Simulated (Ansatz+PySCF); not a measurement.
Results of a calculation; reference values are marked as such.
Input for Ansatz (development build ahead of 0.2.0):

```yaml
crystal:
  periodic: [false, false, false]
  atoms:
    - { symbol: C, position_ang: [0.0, 0.0, 0.0] }
    - { symbol: H, position_ang: [0.72908, 0.72908, 0.72908] }
    - { symbol: H, position_ang: [0.63399, -0.63399, -0.63399] }
    - { symbol: H, position_ang: [-0.63399, 0.63399, -0.63399] }
    - { symbol: H, position_ang: [-0.63399, -0.63399, 0.63399] }
basis:
  gaussian: { orbitals: "6-31G" }
magnetization:
  spin_polarized: true
hamiltonian:
  xc: hf
correlation:
  method: ccsd_t
  frozen_orbitals: { C: 1, H: 0 }
scf:
  omitted_lower_state_checks: [atomic_configurations, cluster_reference, orbital_swaps, given_window_search, neighbouring_geometries, increment]
```

The input is written out in the form of the current development build from the run's settings.

Results

- Converged: yes
- Reference energy: -40.16400 hartree
- CCSD correlation energy: -0.12257 hartree
- Triples correction: -0.00185 hartree
- Total energy: -40.28842 hartree
- Spin squared of the determinant: 0.000
- Largest doubles amplitude: 0.05
- Occupied orbitals by symmetry in an Abelian subgroup (alpha; beta): 4 A' 1 A''; 4 A' 1 A''
